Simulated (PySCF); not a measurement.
C4H5FO.
Numbering: `[O:1]=[C:2]([F:3])[CH:4]1[CH2:5][CH2:6]1` (hydrogens: H7 on C4; H8, H9 on C5; H10, H11 on C6)

Structure used (PBE0-D3(BJ)/def2-SVP), in Å, numbered top down from 1:
```
atom  x, y, z in Å
O1     1.8305    0.0788   -1.1849
C2     1.3314    0.7065   -0.3102
F3     1.9494    1.7804    0.2001
C4     0.0371    0.4601    0.3513
C5    -0.3749   -0.9863    0.5214
C6    -1.0552   -0.1537   -0.4966
H7    -0.2376    1.1761    1.1275
H8    -0.9040   -1.2355    1.4440
H9     0.3406   -1.7351    0.1731
H10   -2.0738    0.1932   -0.3088
H11   -0.8028   -0.3274   -1.5456
```

Level of theory: PBE0-D3(BJ)/def2-SVP geometry optimisation, gas phase in PySCF.

Take the most abundant isotopes and a rigid rotor. The values belong to one conformer with, in the numbering `[O:1]=[C:2]([F:3])[CH:4]1[CH2:5][CH2:6]1`, O1–C2–C4–C5 34°.

Task: Give the principal moments of inertia and the rotational constants in cm⁻¹.

Result: Ia = 66.49, Ib = 187.83, Ic = 215.20 u·Å²; 505379 MHz·u·Å²/I gives 7600, 2691 and 2348 MHz, that is A = 0.25352, B = 0.08975, C = 0.07834 cm⁻¹.

Task: Classify the top.

Result: An asymmetric top: κ = (2 × 2691 − 7600 − 2348)/(7600 − 2348) = -0.87.

Task: Is it planar, by Δ = Ic − Ia − Ib?

Result: Not planar: Δ = Ic − Ia − Ib = -39.12 u·Å². For a rigid frame Δ = −2 Σ m c², so Σ m c² = 19.56 u·Å² lies off the ab plane: 6.41 from hydrogen and 13.15 from heavier atoms. The atom farthest from that plane is 1.28 Å away.

Task: Where do the levels up to J = 2 lie, in cm⁻¹?

Result: Above 0(0,0):
J = 1: 1(0,1) 0.1681, 1(1,1) 0.3319, 1(1,0) 0.3433
J = 2: 2(0,2) 0.5037, 2(1,2) 0.6566, 2(1,1) 0.6909, 2(2,1) 1.1822, 2(2,0) 1.1827

Task: Which lines would a microwave search look for?

Result: The dipole components are |μa| = 2.62 D, |μb| = 1.72 D, |μc| = 0.00 D; the mirror of this Cs structure is the ab plane, so μc vanishes by symmetry (the 0.02 D computed is a residue) and there are no c-type lines. Intensities carry the squares of the components, which stand as 1.00 : 0.43 (a : b). Some lines, for components of 0.1 D or more:

```csv
type,branch,"J(Ka,Kc)",MHz,lower level (cm⁻¹)
a,Q,"1(1,0) ← 1(1,1)",342,0.332
a,Q,"2(1,1) ← 2(1,2)",1027,0.657
a,R,"1(0,1) ← 0(0,0)",5039,0.000
b,R,"2(0,2) ← 1(1,1)",5151,0.332
b,Q,"1(1,0) ← 1(0,1)",5252,0.168
b,Q,"2(1,1) ← 2(0,2)",5611,0.504
a,R,"2(1,2) ← 1(1,1)",9736,0.332
b,R,"1(1,1) ← 0(0,0)",9949,0.000
a,R,"2(0,2) ← 1(0,1)",10061,0.168
a,R,"2(1,1) ← 1(1,0)",10420,0.343
b,R,"2(1,2) ← 1(0,1)",14646,0.168
b,Q,"2(2,0) ← 2(1,1)",14746,0.691
b,Q,"2(2,1) ← 2(1,2)",15756,0.657
b,R,"2(2,1) ← 1(1,0)",25149,0.343
b,R,"2(2,0) ← 1(1,1)",25509,0.332
```

Not checked by PBE0-D3(BJ)/def2-SVP frequencies. These are rigid-rotor constants of the computed structure; measured ground-state constants (B0) also hold zero-point vibration.

Hardware: Arm Neoverse V1, one thread, shared host with 32 logical CPUs at a one-minute load of 17. Cost: 44 s, 0.46 GiB resident at most. That covers the optimisation of the geometry.
